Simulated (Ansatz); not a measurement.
Input for Ansatz (development build ahead of 0.2.0):

```yaml
crystal:
  periodic: [false, false, false]
  atoms:
    - { symbol: B, position_ang: [0.0, 0.0, 0.0] }
    - { symbol: "N", position_ang: [0.0, 2.9697, 2.2787] }
    - { symbol: Si, position_ang: [0.0, -3.7361, 2.8668] }
basis:
  gaussian: { orbitals: pcseg-2 }
magnetization:
  initial_magnetization: 2
hamiltonian:
  xc: pbe
```

The input is written out in the form of the current development build from the run's settings.

The run gave:

```
Converged                       : yes
Total energy                    : -368.31410 hartree
Spin squared of the determinant : 2.000
Stability test                  : minimum among restricted orbitals
```

Caution: charge can spread falsely over distant fragments; an unrestricted determinant lies well below; other spin multiplicities may lie lower.
